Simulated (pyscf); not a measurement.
Optimised with ωB97X-D3(BJ)/def2-SVP in PySCF.

Question: For H₃C–GeH₃ (SMILES [CH3][GeH3]) + HCl (SMILES Cl) -> H₃C–GeH₂–Cl (SMILES [CH3][GeH2][Cl]) + H₂ (SMILES [H][H]), a four-centre exchange (singlet surface; Ge–H, Cl–H broken, Cl–Ge, H–H formed), PBE/def2-TZVP gives ΔE‡ = 1.35 eV and ΔE = -0.62 eV (zero: the separated reactants). In which direction and how far do B3LYP-D3(BJ)/def2-TZVP, M06-2X/def2-TZVP, ωB97M-D3(BJ)/def2-TZVP move these?

Answer: B3LYP-D3(BJ): ΔE‡ = 1.48 eV, ΔE = -0.67 eV; M06-2X: ΔE‡ = 1.41 eV, ΔE = -0.82 eV; ωB97M-D3(BJ): ΔE‡ = 1.60 eV, ΔE = -0.62 eV. PBE's barrier lies under all of them, by 0.06 to 0.25 eV. Its reaction energy matches one of them and lies within 0.21 eV of the others. One saddle was located; it need not be the lowest between these sides. Elements up to Kr have no core potential and no relativistic terms here.
